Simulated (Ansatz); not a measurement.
A nudged elastic band was laid between two geometries of HOSSi (4 atoms, charge -1, multiplicity 1).

Level of theory: Ansatz, RKS r2SCAN-D4/STO-3G.

- movable images: 5
- climbing image: yes
- spring: 5.0 eV/Å²
- optimiser: quadratic models (default)
- start path: through a guess of the saddle point
- force threshold: 0.05 eV/Å
- iteration limit: 60
- end points: relaxed

Image 0:

```xyz
4
Properties=species:S:1:pos:R:3
O 0.533 0.401 1.010
Si 0.444 0.220 -0.799
S 0.036 -1.312 0.703
H -1.013 0.692 -0.915
```

Image 6:

```xyz
4
Properties=species:S:1:pos:R:3
O 1.622 0.469 1.200
Si 0.793 0.791 -0.111
S -0.919 -0.841 0.034
H -1.496 -0.419 -1.123
```

**Question.** Which bonds break or form, and what moves?

**Answer.** Bonds broken: O1–S3, Si2–H4. Bonds formed: S3–H4.

**Question.** What energy profile does the band end with?

**Answer.** It converged. The highest image is number 2 of 0 to 6, 55.0 kcal/mol above the first end and 61.2 kcal/mol above the last; the last end lies 6.1 kcal/mol below the first. Neighbouring images differ by up to 1.8 eV, so the band resolves the path poorly. A vibrational analysis at the climbing image gives one clearly imaginary mode, 1592i cm⁻¹: a first-order saddle point. The orbitals stay closed-shell, which can raise the energy where a bond breaks towards radicals; this wasn't checked here. Limits of this set-up: minimal basis, an anion without diffuse functions, the dipole of an ion depends on the origin.

| image | path coordinate (Å) | energy (kcal/mol) | O1–S3 (Å) | Si2–H4 (Å) | S3–H4 (Å) |
| --- | --- | --- | --- | --- | --- |
| 0 | 0.00 | 0.0 | 1.81 | 1.54 | 2.78 |
| 1 | 1.64 | 13.1 | 3.12 | 1.65 | 3.45 |
| 2 | 3.29 | 55.0 | 3.14 | 1.57 | 1.88 |
| 3 | 3.75 | 17.2 | 3.11 | 1.98 | 1.44 |
| 4 | 4.21 | -1.0 | 3.11 | 2.55 | 1.35 |
| 5 | 4.68 | -4.5 | 3.10 | 2.73 | 1.36 |
| 6 | 5.14 | -6.1 | 3.09 | 2.78 | 1.36 |

**Question.** What is the geometry of the highest image?

**Answer.** 
```xyz
4
Properties=species:S:1:pos:R:3:forces:R:3
O 1.154 0.987 0.937 0.01 -0.01 -0.02
Si 0.479 0.337 -0.389 -0.04 -0.01 0.04
S -0.573 -1.492 0.099 0.01 0.01 0.00
H -1.060 0.168 -0.646 0.01 0.00 -0.02
```

The band took 44 iterations and roughly 8 core-minutes.

Run time: 9.9 min on 1 thread of Intel(R) Xeon(R) Processor @ 2.50GHz (Skylake/Cascade Lake), with other jobs on the host, peak memory 0.18 GiB.
